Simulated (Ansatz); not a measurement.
Input file:

```yaml
crystal:
  periodic: [false, false, false]
  atoms:
    - {symbol: As, position_ang: [0.127071, 0.025666, 1.194853]}
    - {symbol: As, position_ang: [-0.103315, -0.034535, -1.213049]}
    - {symbol: H, position_ang: [-1.301656, 0.709309, 1.351871]}
    - {symbol: H, position_ang: [-0.501958, -1.433451, 1.369512]}
    - {symbol: H, position_ang: [0.037816, 1.383392, -1.368802]}
basis:
  gaussian: {orbitals: cc-pVDZ}
magnetization: {spin_polarized: true, initial_magnetization: 1}
hamiltonian: {xc: hf}
output: {orbitals: {seedname: orbitals}}
```

```sh
$ ansatz run in.yaml --threads 1 --pin off --events-out ev --progress --plain --max-ram 2393MiB
```

(1) Roughly how long does this take on 1 thread of Arm Neoverse V2, shared host, and how much host memory?

```
789 factors; integrals over basis functions are off by at most 9.9e-4 eV
mean field evaluation 1: about -121635.8778 eV, gradient 7.6e0 eV
mean field evaluation 2: about -121635.8797 eV, gradient 7.6e0 eV
mean field evaluation 4: about -121636.7325 eV, gradient 1.1e0 eV
mean field evaluation 8: about -121636.7591 eV, gradient 2.6e-3 eV
mean field -121636.75905044 eV, -4470.0684467470 hartree, gradient 2.2e-5 eV, S^2 0.764961; 0 other end points of the search recorded, 0 dependent functions left out
reference -121636.75905044 eV, -4470.0684467470 hartree; 35, 34 occupied and 34, 35 virtual orbitals, 789 factors
Total energy: -121636.75905044 eV, -4470.0684467470 hartree
```

Answers

(1) 1.8 s wall and 0.18 GiB.
